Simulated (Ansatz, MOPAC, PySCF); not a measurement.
Complex: H2O (SMILES O) (first 3 atoms) with CH4O (SMILES CO); geometry from S66by8 set.
(charge 0, multiplicity 1):
```tsv
atom	x (Å)	y (Å)	z (Å)
O	-3.2633	0.0890	0.0299
H	-3.6800	0.8879	0.3557
H	-2.3343	0.1998	0.2709
O	1.5791	0.1706	0.5684
H	1.9471	-0.4015	1.2459
C	2.0441	-0.3011	-0.6938
H	1.6133	0.3500	-1.4469
H	3.1300	-0.2503	-0.7681
H	1.7157	-1.3209	-0.8928
```

Counterpoise-corrected where a basis set is named; no monomer relaxation. Rows marked so take none.

Rows in 6-31G* carry no dispersion term and start afresh at each structure (6-31G* with six Cartesian d functions). The state reached by PM7 isn't checked; PM7 holds dispersion and hydrogen-bond terms.

The values were computed with Ansatz (a first-principles code); MOPAC for PM7 (differences of heats of formation); PySCF for 6-31G* rows, the dispersion terms. 

Problem. Predict the interaction energy from PM7.

Solution. -7 kJ/mol
